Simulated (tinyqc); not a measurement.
RHF in the sto-3g basis, for H2O, spin multiplicity 1, step by step (part 2 of 2). Computed by tinyqc, a small Python program that keeps every step (integrals from PySCF). Command: `OMP_NUM_THREADS=1 python tinyqc.py 29184 29185 out.jsonl` (the two numbers bound the seeds that draw the settings). One thread of a shared host (Intel(R) Xeon(R) Processor @ 2.60GHz), about 0.06 s of CPU time with the checks.

Geometry (angstrom):
```
atom         x          y         z
O     0.000000   0.000000  0.000000
H     0.000000   0.858000  0.744000
H     0.000000  -0.857000  0.743000
```

## Iteration 2: diagonalisation and new density

extrapolated F (hartree):
```
             1O 1s      1O 2s     1O 2px     1O 2py     1O 2pz      2H 1s      3H 1s
1O 1s   -20.093851  -5.128964   0.000000   0.000040  -0.015358  -0.779189  -0.781781
1O 2s    -5.128964  -2.354126   0.000000   0.000281  -0.081018  -0.704115  -0.705945
1O 2px    0.000000   0.000000  -0.326040   0.000000   0.000000   0.000000   0.000000
1O 2py    0.000040   0.000281   0.000000  -0.167759   0.000446  -0.283801   0.284422
1O 2pz   -0.015358  -0.081018   0.000000   0.000446  -0.157028  -0.284481  -0.284931
2H 1s    -0.779189  -0.704115   0.000000  -0.283801  -0.284481  -0.328659  -0.231468
3H 1s    -0.781781  -0.705945   0.000000   0.284422  -0.284931  -0.231468  -0.329934
```

X:
```
            1O 1s      1O 2s    1O 2px     1O 2py     1O 2pz      2H 1s      3H 1s
1O 1s    1.023483  -0.135373  0.000000   0.000017  -0.007224   0.018045   0.018084
1O 2s   -0.135373   1.140805  0.000000  -0.000206   0.068001  -0.205383  -0.206074
1O 2px   0.000000   0.000000  1.000000   0.000000   0.000000   0.000000   0.000000
1O 2py   0.000017  -0.000206  0.000000   1.061162  -0.000102  -0.159403   0.159753
1O 2pz  -0.007224   0.068001  0.000000  -0.000102   1.038897  -0.117973  -0.118287
2H 1s    0.018045  -0.205383  0.000000  -0.159403  -0.117973   1.116056  -0.065526
3H 1s    0.018084  -0.206074  0.000000   0.159753  -0.118287  -0.065526   1.116590
```

Diagonalise F' = X^T F X, C = X C', fill 5 alpha and 5 beta electrons from the bottom; D = 2 C_occ C_occ^T. Each column has its largest component positive (the first on a tie).

F' = X^T F X (hartree):
```
            1          2          3          4          5          6          7
1  -19.721536  -2.667752   0.000000   0.000062  -0.039587  -0.085611  -0.086199
2   -2.667752  -1.317431   0.000000  -0.000099   0.063377  -0.334279  -0.335356
3    0.000000   0.000000  -0.326040   0.000000   0.000000   0.000000   0.000000
4    0.000062  -0.000099   0.000000  -0.001446   0.000209  -0.323632   0.324220
5   -0.039587   0.063377   0.000000   0.000209  -0.043492  -0.265709  -0.266220
6   -0.085611  -0.334279   0.000000  -0.323632  -0.265709  -0.003352  -0.072422
7   -0.086199  -0.335356   0.000000   0.324220  -0.266220  -0.072422  -0.003203
```

orbital energies (hartree): MO1 -20.102238, MO2 -1.138763, MO3 -0.425610, MO4 -0.337966, MO5 -0.326040, MO6 0.420807, MO7 0.493311

coefficients C:
```
              MO1        MO2        MO3        MO4       MO5        MO6        MO7
1O 1s    0.994400  -0.246039  -0.000471   0.091912  0.000000  -0.093452   0.000731
1O 2s    0.024026   0.925613   0.002436  -0.477905  0.000000   0.568575  -0.004684
1O 2px   0.000000   0.000000   0.000000   0.000000  1.000000   0.000000   0.000000
1O 2py  -0.000007  -0.000312   0.625313   0.002088  0.000000   0.005753   0.886533
1O 2pz   0.002610   0.081724  -0.002526   0.689101  0.000000   0.793922  -0.005324
2H 1s   -0.004321   0.110870   0.449514   0.383381  0.000000  -0.675727  -0.716762
3H 1s   -0.004334   0.111353  -0.451843   0.379821  0.000000  -0.666933   0.726451
```

D after iteration 2:
```
            1O 1s      1O 2s    1O 2px     1O 2py     1O 2pz      2H 1s      3H 1s
1O 1s    2.115629  -0.495543  0.000000  -0.000066   0.091651   0.006902   0.006832
1O 2s   -0.495543   2.171471  0.000000   0.000474  -0.507248  -0.159212  -0.159308
1O 2px   0.000000   0.000000  2.000000   0.000000   0.000000   0.000000   0.000000
1O 2py  -0.000066   0.000474  0.000000   0.782041  -0.000332   0.563705  -0.563569
1O 2pz   0.091651  -0.507248  0.000000  -0.000332   0.963105   0.544204   0.543930
2H 1s    0.006902  -0.159212  0.000000   0.563705   0.544204   0.722708  -0.090259
3H 1s    0.006832  -0.159308  0.000000  -0.563569   0.543930  -0.090259   0.721688
```

## Iteration 9 (converged): orbitals

converged F (hartree):
```
             1O 1s      1O 2s     1O 2px     1O 2py     1O 2pz      2H 1s      3H 1s
1O 1s   -20.266553  -5.165348   0.000000   0.000025  -0.024544  -0.784993  -0.787600
1O 2s    -5.165348  -2.408903   0.000000   0.000238  -0.067839  -0.754962  -0.756769
1O 2px    0.000000   0.000000  -0.391499   0.000000   0.000000   0.000000   0.000000
1O 2py    0.000025   0.000238   0.000000  -0.219546   0.000295  -0.337318   0.337793
1O 2pz   -0.024544  -0.067839   0.000000   0.000295  -0.261129  -0.330411  -0.330777
2H 1s    -0.784993  -0.754962   0.000000  -0.337318  -0.330411  -0.390375  -0.247359
3H 1s    -0.787600  -0.756769   0.000000   0.337793  -0.330777  -0.247359  -0.391589
```

As before.

F' = X^T F X (hartree):
```
            1          2          3          4          5          6          7
1  -19.893169  -2.681463   0.000000   0.000053  -0.053034  -0.080896  -0.081490
2   -2.681463  -1.335837   0.000000  -0.000162   0.100718  -0.377164  -0.378230
3    0.000000   0.000000  -0.391499   0.000000   0.000000   0.000000   0.000000
4    0.000053  -0.000162   0.000000  -0.025894   0.000050  -0.376012   0.376522
5   -0.053034   0.100718   0.000000   0.000050  -0.132101  -0.303147  -0.303614
6   -0.080896  -0.377164   0.000000  -0.376012  -0.303147  -0.029093  -0.071835
7   -0.081490  -0.378230   0.000000   0.376522  -0.303614  -0.071835  -0.028858
```

orbital energies (hartree): MO1 -20.274715, MO2 -1.203506, MO3 -0.524749, MO4 -0.444168, MO5 -0.391499, MO6 0.460468, MO7 0.541718

coefficients C:
```
              MO1        MO2        MO3        MO4       MO5        MO6        MO7
1O 1s    0.994508  -0.240650  -0.000331   0.093041  0.000000  -0.104561   0.000818
1O 2s    0.023586   0.897272   0.001722  -0.473121  0.000000   0.616043  -0.005088
1O 2px   0.000000   0.000000   0.000000   0.000000  1.000000   0.000000   0.000000
1O 2py  -0.000006  -0.000247   0.619815   0.001330  0.000000   0.005956   0.890386
1O 2pz   0.003014   0.079707  -0.001621   0.724915  0.000000   0.761576  -0.005386
2H 1s   -0.004265   0.138577   0.454530   0.346295  0.000000  -0.690319  -0.713744
3H 1s   -0.004278   0.139002  -0.455748   0.344094  0.000000  -0.681142   0.723859
```

D after iteration 9:
```
            1O 1s      1O 2s    1O 2px     1O 2py     1O 2pz      2H 1s      3H 1s
1O 1s    2.111230  -0.472984  0.000000  -0.000057   0.102526  -0.011042  -0.011079
1O 2s   -0.472984   2.059000  0.000000   0.000434  -0.542771  -0.077632  -0.077923
1O 2px   0.000000   0.000000  2.000000   0.000000   0.000000   0.000000   0.000000
1O 2py  -0.000057   0.000434  0.000000   0.768344  -0.000120   0.564301  -0.564112
1O 2pz   0.102526  -0.542771  0.000000  -0.000120   1.063733   0.522660   0.522488
2H 1s   -0.011042  -0.077632  0.000000   0.564301   0.522660   0.691478  -0.137425
3H 1s   -0.011079  -0.077923  0.000000  -0.564112   0.522488  -0.137425   0.690894
```

## Convergence

Stop when the energy changes by less than 1e-09 hartree and every element of the error matrix X^T (F D S - S D F) X is below 9e-06.

Course of the cycle:
```
iteration   E (hartree)     change  largest element of the error matrix
1          -73.28348434          -                             5.11e-01
2          -74.75047209  -1.47e+00                             3.14e-01
3          -74.92548560  -1.75e-01                             5.66e-02
4          -74.92951844  -4.03e-03                             1.19e-02
5          -74.92974744  -2.29e-04                             3.21e-03
6          -74.92978175  -3.43e-05                             1.08e-03
7          -74.92978496  -3.22e-06                             4.16e-05
8          -74.92978496  -2.78e-09                             1.09e-05
9          -74.92978496  -1.47e-10                             1.94e-06
```

PySCF RHF in the same basis = -74.92978496 hartree

Converged in 9 iterations.

## Populations, bond orders and dipole

overlap S:
```
           1O 1s     1O 2s    1O 2px     1O 2py    1O 2pz     2H 1s      3H 1s
1O 1s   1.000000  0.236704  0.000000   0.000000  0.000000  0.035287   0.035405
1O 2s   0.236704  1.000000  0.000000   0.000000  0.000000  0.365707   0.366502
1O 2px  0.000000  0.000000  1.000000   0.000000  0.000000  0.000000   0.000000
1O 2py  0.000000  0.000000  0.000000   1.000000  0.000000  0.247030  -0.247458
1O 2pz  0.000000  0.000000  0.000000   0.000000  1.000000  0.214208   0.214541
2H 1s   0.035287  0.365707  0.000000   0.247030  0.214208  1.000000   0.186989
3H 1s   0.035405  0.366502  0.000000  -0.247458  0.214541  0.186989   1.000000
```

Mulliken: Z minus the diagonal of D S on the atom; Loewdin: the same with S^(1/2) D S^(1/2); Mayer order: 2 sum_s sum (D(s) S)_ij (D(s) S)_ji over the two atoms.

Charges (e):
```
atom   Mulliken    Loewdin
1O    -0.223707  -0.164303
2H     0.111642   0.082019
3H     0.112065   0.082283
```

Mayer bond orders:
```
pair     order
2-1   0.983374
3-1   0.983279
3-2   0.004162
```

dipole moment about the origin, x y z (debye): 0.000000  -0.001155  1.510416
